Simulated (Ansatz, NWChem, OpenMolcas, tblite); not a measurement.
**How methods differ on C2H4F2 (1,1-difluoroethane)**

The species is C2H4F2 (8 atoms), meant as a singlet with charge 0. As SMILES, `CC(F)F`. Geometry: relaxed at PBE0-D4/def2-TZVP.

```xyz
8

C     0.0033    0.7776    0.0233
C    -0.0520   -0.7182   -0.0082
F     0.9255   -1.2434    0.7791
F     0.1682   -1.1721   -1.2719
H     0.9814    1.1119   -0.3254
H    -0.1572    1.1328    1.0418
H    -0.7710    1.1906   -0.6240
H    -1.0061   -1.1364    0.3295
```

Quantity: the dipole moment, in D. The values are calculated.

**The experiment to reproduce.** NIST CCCBDB gives the dipole moment of the gas as 2.27 D.

| level | kind | program | value (D) | computed − measured | CPU time |
| --- | --- | --- | --- | --- | --- |
| IPEA1-xTB | semi-empirical | tblite | 3.23 | +0.96 | under 2 s |
| HF/6-311+G** | Hartree–Fock | NWChem | 2.66 | +0.39 | 19 s |
| SVWN5/6-311+G** | LDA | OpenMolcas | 2.36 | +0.09 | 38 s |
| PBE/6-311+G** | GGA | NWChem | 2.28 | +0.01 | 28 s |
| TPSS/6-311+G** | meta-GGA | NWChem | 2.32 | +0.05 | 35 s |
| BHLYP/6-311+G** | global hybrid | OpenMolcas | 2.54 | +0.27 | 48 s |
| wB97X/6-311+G** | range-separated hybrid | NWChem | 2.45 | +0.18 | 1.9 min |
| MP2/6-311+G** | perturbation theory | Ansatz | 2.39 | +0.12 | 10 s |

Nearest: PBE/6-311+G** (+0.01 D); farthest: IPEA1-xTB (+0.96 D). The measured dipole is a vibrational average, so differences of a few hundredths of a debye mean little. Computed less measured by kind, in D (6-311+G** rows): semi-empirical +0.96; Hartree–Fock +0.39; LDA +0.09; GGA +0.01; meta-GGA +0.05; global hybrid +0.27; range-separated hybrid +0.18; perturbation theory +0.12. Times are those of the runs behind each value, whatever else they computed, on shared processors of several kinds: orders of magnitude only.
